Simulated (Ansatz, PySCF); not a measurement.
Molecule: C₂H₆ (charge 0, singlet). SMILES: CC
Coordinates optimised at B3LYP-D3(BJ)/def2-TZVP (Ansatz, a first-principles code):
```
C
H 1 1.0919
H 1 1.0919 2 107.56
H 1 1.0919 2 107.56 3 -115.60
C 1 1.5262 2 111.32 4 -122.20
H 5 1.0919 1 111.32 2 180.00
H 5 1.0919 6 107.56 1 122.20
H 5 1.0919 6 107.56 7 115.60
```
Charge 0, spin multiplicity 1.


Property: enthalpy of formation at 298 K (from the atomisation energy, B3LYP-D3(BJ)/def2-TZVP harmonic zero-point and thermal terms from PySCF, and the atoms' enthalpies of formation in the G2/97 table; no spin-orbit terms, and no core term in the frozen-core levels), in kcal/mol. Cores are frozen in the correlated levels unless marked. UHF or UKS for open shells. Spin-orbit coupling is left out. Non-relativistic. The coupled-cluster limit lacks core correlation, which all-electron functionals hold. Basis-set limits of correlation are two-point, X^-3; Hartree-Fock from the larger set. The bracket is a focal-point correction in the basis named.

```json
[
 {"level": "M06-2X/def2-TZVPD", "program": "PySCF", "enthalpy of formation at 298 K (kcal/mol)": "-16.9", "minus last row": "2.6"},
 {"level": "MP2/cc-pVDZ", "program": "Ansatz", "enthalpy of formation at 298 K (kcal/mol)": "24.5", "minus last row": "44.0"},
 {"level": "SCS-MP2/def2-SVP", "program": "Ansatz", "enthalpy of formation at 298 K (kcal/mol)": "6.6", "minus last row": "26.1"},
 {"level": "CCSD/cc-pVDZ", "program": "Ansatz", "enthalpy of formation at 298 K (kcal/mol)": "27.9", "minus last row": "47.4"},
 {"level": "CCSD/aug-cc-pVTZ", "program": "Ansatz", "enthalpy of formation at 298 K (kcal/mol)": "-2.4", "minus last row": "17.1"},
 {"level": "CCSD(T)/6-31G", "program": "Ansatz", "enthalpy of formation at 298 K (kcal/mol)": "64.8", "minus last row": "84.3"},
 {"level": "RI-MP2/CBS(def2-TZVPPD,def2-QZVPPD)+[CCSD(T)-MP2]/def2-TZVPPD", "program": "Ansatz", "enthalpy of formation at 298 K (kcal/mol)": "-19.5", "minus last row": "0.0"}
]
```
